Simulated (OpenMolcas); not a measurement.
**BPW91/3-21G run of C2HF (fluoroacetylene)**

Aim: the energy change on altering one bond length of C2HF (fluoroacetylene) at BPW91/3-21G, from 2 runs. 

The calculation is run with OpenMolcas 26.06.

3 further runs of the same task are left out: 3 that didn't finish.

## (1) The structure to begin with

The species is C2HF (4 atoms), meant as a singlet with charge 0. SMILES: `C#CF`. Geometry: relaxed at GFN2-xTB.

Bond lengths: C1–C2 1.193 Å, C2–F3 1.283 Å, C1–H4 1.046 Å. Angles: C1–C2–F3 178.8°, C2–C1–H4 178.2°.

## (2) A single-point energy at BPW91/3-21G

Input file job.input:

```
* C2HF Kohn-Sham DFT
&GATEWAY
BasLib = $CurrDir
Coord
4
bohr
C     -0.70173090     0.85143500    -0.56364861
C      0.56977132    -0.70105060     0.46177348
F      1.91650354    -2.40692527     1.53793471
H     -1.78454397     2.25654086    -1.43605957
Basis = 3-21G
Group = NoSym
&SEWARD
&SCF
KSDFT = 2
1.0 GGA_X_B88
1.0 GGA_C_PW91
PrOrbitals = 0
```

The basis set 3-21G is read from a file made from the Basis Set Exchange's data (not shown).

The run is started by

```
$ export MOLCAS_MEM=1860
$ pymolcas job.input > job.log
```

Log, cut to the lines that bear on the results:

```text
--- Start Module: gateway ---
[...]
--- Stop Module: gateway /rc=_RC_ALL_IS_WELL_ ---
--- Start Module: seward ---
[...]
      Basis functions           29
--- Stop Module: seward /rc=_RC_ALL_IS_WELL_ ---
--- Start Module: scf ---
[...]
       Convergence after  12 Iterations
[...]
::    Total KS-DFT energy                            -175.5665075699
[...]
      Total spin, S                                     0.0000000000
[...]
      Total electronic charge=   22.000000
      Total            charge=   -0.000000
[...]
      Dipole Moment (debye):
      Origin of the operator (angstrom)=    0.3972   -0.5008    0.3192
                   X= -2.0685E-01               Y=  3.0071E-01               Z= -1.6637E-01           Total=  4.0112E-01
      Quadrupole Moment (debye*angstrom):
[...]
--- Stop Module: scf /rc=_RC_ALL_IS_WELL_ ---
[...]
```

Wall time 2.6 s (1 thread of Arm Neoverse V1, shared host); peak memory 0.37 GiB.

## (3) The distorted shape

Input file job.input:

```
>>> EXPORT MOLCAS_PRINT=2

&GATEWAY
  BasLib=$CurrDir
  Coord
  4
  bohr
  C      0.92253973    -1.25628993     0.74500941
  C      2.19404195    -2.80877553     1.77043149
  F      3.54077417    -4.51465020     2.84659273
  H     -1.78454397     2.25654086    -1.43605957
  Basis=3-21G
  Group=NoSym

&SEWARD

&SCF
  KSDFT=2
  1.0 GGA_X_B88
  1.0 GGA_C_PW91
  PrOrbitals=0
```

The basis set 3-21G is read from a file made from the Basis Set Exchange's data (not shown).

The run is started by

```
$ export MOLCAS_MEM=1860
$ pymolcas job.input > job.log
```

Log, cut to the lines that bear on the results:

```text
--- Start Module: gateway ---
[...]
--- Stop Module: gateway /rc=_RC_ALL_IS_WELL_ ---
--- Start Module: seward ---
[...]
      Basis functions           29
--- Stop Module: seward /rc=_RC_ALL_IS_WELL_ ---
--- Start Module: scf ---
[...]
       Convergence after 220 Iterations
[...]
::    Total KS-DFT energy                            -175.3336245278
[...]
      Total spin, S                                     0.0000000000
[...]
      Total electronic charge=   22.000000
      Total            charge=   -0.000000
[...]
      Dipole Moment (debye):
      Origin of the operator (angstrom)=    1.2370   -1.5906    0.9959
                   X= -8.4606E-01               Y=  1.1607E+00               Z= -6.7854E-01           Total=  1.5886E+00
      Quadrupole Moment (debye*angstrom):
[...]
--- Stop Module: scf /rc=_RC_ALL_IS_WELL_ ---
[...]
```

Run time: 22 s. Hardware: 1 thread of Arm Neoverse V1, shared host; peak memory 0.37 GiB.

## (4) Results

At BPW91/3-21G:

```
                                                         quantity          value
                                        first shape: total energy  -175.56651 Eh
                                       first shape: dipole moment         0.40 D
                                         first shape: HOMO energy       -6.73 eV
                                         first shape: LUMO energy        1.10 eV
                                       first shape: HOMO–LUMO gap        7.83 eV
                                    distorted shape: total energy  -175.33362 Eh
                                   distorted shape: dipole moment         1.59 D
                                     distorted shape: HOMO energy       -6.51 eV
                                     distorted shape: LUMO energy       -6.41 eV
                                   distorted shape: HOMO–LUMO gap        0.10 eV
energy change with the C1–H4 bond stretched from 1.046 to 2.615 Å       6.337 eV
```

In words: One bond (distorted shape) is far stretched, which a spin-restricted single reference describes badly; a broken-symmetry solution may lie lower. With the C1–H4 bond stretched from 1.046 to 2.615 Å the energy rises by 6.34 eV (611 kJ/mol). The first shape isn't relaxed at this level, so the change isn't measured from a minimum. A restricted reference can't describe the breaking bond well at this length.
